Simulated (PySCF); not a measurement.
C3H6OS.
SMILES: `C=C[S@@](C)=O`

Computed with TDDFT PBE0/def2-SVPD, vertical, gas phase, core orbitals frozen in the response in PySCF 2.14.0, density-fitted response routines. Geometry: PBE0-D3(BJ)/def2-SVP, one conformer, isolated molecule. Torsions of this conformer, `[CH2:1]=[CH:2][S@@:3]([CH3:4])=[O:5]`: C1–C2–S3–C4 -117°.

Computed singlets with f of 0.002 or more:

| state | λ (nm) | f |
| --- | --- | --- |
| S1 | 247.0 | 0.060 |
| S2 | 211.8 | 0.0052 |
| S3 | 204.6 | 0.015 |
| S4 | 195.5 | 0.031 |
| S5 | 188.5 | 0.037 |
| S6 | 179.0 | 0.0076 |
| S7 | 176.5 | 0.061 |
| S8 | 170.4 | 0.116 |
| S9 | 168.5 | 0.172 |
| S10 | 166.8 | 0.017 |

Problem. Turn these into Einstein A coefficients, radiative lifetimes, transition dipoles and integrated cross-sections.

Solution. For one non-degenerate pair of states in vacuum, A = 0.6670 f ν̃² s⁻¹ with ν̃ in cm⁻¹, τ = 1/A, |μ|² = 3f / (2ΔE) in atomic units, and the integrated cross-section is ∫σ dE = 109.76 f Mb·eV.

```tsv
state	A (s⁻¹)	τ	|μ| (D)	∫σ dE (Mb·eV)
S1	6.5×10⁷	15 ns	1.77	6.5
S2	7.7×10⁶	130 ns	0.48	0.57
S3	2.4×10⁷	41 ns	0.82	1.7
S4	5.3×10⁷	19 ns	1.13	3.4
S5	6.9×10⁷	15 ns	1.21	4
S6	1.6×10⁷	63 ns	0.54	0.84
S7	1.3×10⁸	7.6 ns	1.51	6.7
S8	2.7×10⁸	3.8 ns	2.05	13
S9	4.0×10⁸	2.5 ns	2.48	19
S10	4.2×10⁷	24 ns	0.78	1.9
```

Leading configurations: S1 H→L (96%); S2 H→L+2 (54%); S3 H-1→L (92%); S4 H→L+1 (55%); S5 H→L+3 (86%); S6 H-1→L+2 (57%); S7 H→L+4 (87%); S8 H-2→L (53%); S9 H-2→L (30%); S10 H→L+5 (47%) (H = HOMO, L = LUMO).

These lifetimes count emission to the ground state at the vertical energy alone; relaxation of the geometry and all other decay channels are left out.

Problem. Suppose S1 emitted 0.3 eV lower with the same transition dipole. How would A change?

Solution. At fixed |μ|, A goes as the cube of the energy: (4.72/5.02)³ = 0.83, which makes τ about 18 ns.

Problem. By what factor does the largest A in the list exceed the smallest?

Solution. S9 has 52 times the rate of S2.

Problem. How much energy does a mole of photons resonant with S9 carry?

Solution. 7.357 eV × 96.485 = 710 kJ/mol (170 kcal/mol).

The vertical ionisation energy (ΔSCF) is 8.92 eV, 1.49 eV above S10.
